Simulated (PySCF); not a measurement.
## Choosing a basis for TDDFT

Compound: CCl3F.
Z-matrix (Å and degrees, PBE0-D3(BJ)/def2-SVP geometry), rows numbered from 1:
```
F 
C   1  1.3263
Cl  2  1.7663  1  108.59
Cl  2  1.7668  1  108.63  3   119.99
Cl  2  1.7670  1  108.64  3  -120.01
```

TDDFT with PBE0 (PySCF), vertical singlets, core orbitals frozen in the response, spherical d and f functions. Isolated species at its PBE0-D3(BJ)/def2-SVP geometry, gas phase.

Problem. How do the low singlets change with the basis? Take 6-31G*, def2-SVP, 6-31+G*, def2-SVPD, aug-cc-pVDZ, def2-TZVP, def2-TZVPD and aug-cc-pVTZ.

Solution. 

```json
{"basis": "6-31G*", "functions": "82", "diffuse": "no", "S1 (eV)": "6.24", "S2 (eV)": "6.67", "S3 (eV)": "6.68", "S4 (eV)": "7.50", "S5 (eV)": "7.50", "LUMO (eV)": "-1.25", "α (au)": "39.8"}
{"basis": "def2-SVP", "functions": "82", "diffuse": "no", "S1 (eV)": "6.72", "S2 (eV)": "7.18", "S3 (eV)": "7.19", "S4 (eV)": "7.97", "S5 (eV)": "7.97", "LUMO (eV)": "-0.60", "α (au)": "37.4"}
{"basis": "6-31+G*", "functions": "102", "diffuse": "yes", "S1 (eV)": "6.17", "S2 (eV)": "6.61", "S3 (eV)": "6.61", "S4 (eV)": "7.41", "S5 (eV)": "7.42", "LUMO (eV)": "-1.48", "α (au)": "47.8"}
{"basis": "def2-SVPD", "functions": "124", "diffuse": "yes", "S1 (eV)": "6.27", "S2 (eV)": "6.72", "S3 (eV)": "6.72", "S4 (eV)": "7.46", "S5 (eV)": "7.46", "LUMO (eV)": "-1.39", "α (au)": "56.3"}
{"basis": "aug-cc-pVDZ", "functions": "127", "diffuse": "yes", "S1 (eV)": "6.21", "S2 (eV)": "6.65", "S3 (eV)": "6.66", "S4 (eV)": "7.44", "S5 (eV)": "7.44", "LUMO (eV)": "-1.37", "α (au)": "55.6"}
{"basis": "def2-TZVP", "functions": "173", "diffuse": "no", "S1 (eV)": "6.26", "S2 (eV)": "6.70", "S3 (eV)": "6.70", "S4 (eV)": "7.48", "S5 (eV)": "7.48", "LUMO (eV)": "-1.22", "α (au)": "48.5"}
{"basis": "def2-TZVPD", "functions": "215", "diffuse": "yes", "S1 (eV)": "6.11", "S2 (eV)": "6.55", "S3 (eV)": "6.55", "S4 (eV)": "7.30", "S5 (eV)": "7.30", "LUMO (eV)": "-1.44", "α (au)": "57.4"}
{"basis": "aug-cc-pVTZ", "functions": "242", "diffuse": "yes", "S1 (eV)": "6.19", "S2 (eV)": "6.62", "S3 (eV)": "6.62", "S4 (eV)": "7.38", "S5 (eV)": "7.39", "LUMO (eV)": "-1.38", "α (au)": "57.0"}
```

States are compared by their number. Against the largest diffuse basis here (aug-cc-pVTZ, itself not a converged limit), sets without diffuse functions differ by up to 0.54 eV in S1 and 0.58 eV in S5; the smaller diffuse sets differ by up to 0.08 and 0.08 eV. State by state, the largest deviation of a set without diffuse functions is S1 0.54, S2 0.56, S3 0.56, S4 0.58, S5 0.58 eV. The same number needn't mean the same state in each row. Against aug-cc-pVTZ the polarisability deviates by -30% in 6-31G*, -34% in def2-SVP, -16% in 6-31+G*, -1% in def2-SVPD, -2% in aug-cc-pVDZ, -15% in def2-TZVP, +1% in def2-TZVPD.
